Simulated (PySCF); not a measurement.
Molecule: SMILES FC(C)(C)F, C$_{3}$H$_{6}$F$_{2}$.

Cartesian coordinates in Å; atom numbers follow the order of the lines, from 1:
```xyz
11

C     1.027    0.794   -0.120
C     0.149   -0.309    0.416
C    -1.173   -0.493   -0.285
F     0.842   -1.484    0.359
F    -0.086   -0.074    1.740
H     0.511    1.761   -0.051
H     1.949    0.836    0.474
H     1.285    0.599   -1.170
H    -1.770    0.427   -0.221
H    -1.723   -1.311    0.200
H    -1.013   -0.745   -1.341
```

Geometry PBE0-D3(BJ)/def2-SVP throughout; GIAO in PySCF 2.14, gas phase, one conformer, non-relativistic; equivalent atoms averaged; basis pcSseg-2.

Q: How do the absolute shieldings σ depend on the functional? (ppm; last column core-seconds on shared hosts with different chips, so compare them loosely; the GGAs took longer than the global hybrids here, which isn't the general rule, and the cause wasn't traced)

A: 
```
functional                    kind    C2  C1/C3  F4/F5  H6/H7/H8/H9/H10/H11  core-s
        HF            Hartree–Fock  78.7  165.9  323.1                30.21      12
       LDA                     LDA  42.5  153.5  255.4                29.32      27
       PBE                     GGA  45.8  152.8  261.2                29.74      32
      BLYP                     GGA  40.4  147.9  261.6                29.90      34
      BP86                     GGA  45.7  152.4  262.8                29.79      32
      OPBE                     GGA  55.8  159.0  271.7                29.81      34
       KT2                     GGA  53.2  156.7  260.8                29.75      34
       KT3                     GGA  54.0  155.9  268.2                29.93      30
     B97-D                     GGA  48.2  152.6  271.1                29.94      34
     B3LYP           global hybrid  48.7  152.3  275.9                29.92      22
      PBE0           global hybrid  55.7  157.7  279.3                29.81      22
  mPW1PW91           global hybrid  54.9  157.1  280.7                29.86      22
      WP04           global hybrid  37.8  145.2  284.0                30.12      23
     B97-2           global hybrid  56.1  157.2  282.4                29.92      23
 BHandHLYP           global hybrid  60.2  157.8  294.6                29.97      23
 CAM-B3LYP  range-separated hybrid  52.2  155.2  280.9                29.84      31
   wB97X-D  range-separated hybrid  55.7  157.3  283.7                29.90      29
   LC-wPBE  range-separated hybrid  57.7  160.6  287.7                29.83      38
```

Q: Which nucleus moves most, in ppm?

A: F4/F5 (fluorine of a CF2 group): from 255.4 ppm with LDA to 323.1 ppm with HF. The smallest spread is 0.89 ppm, at H6/H7/H8/H9/H10/H11. Proton shifts span only some 12 ppm, so a few tenths of a ppm matter as much there as several ppm in carbon.
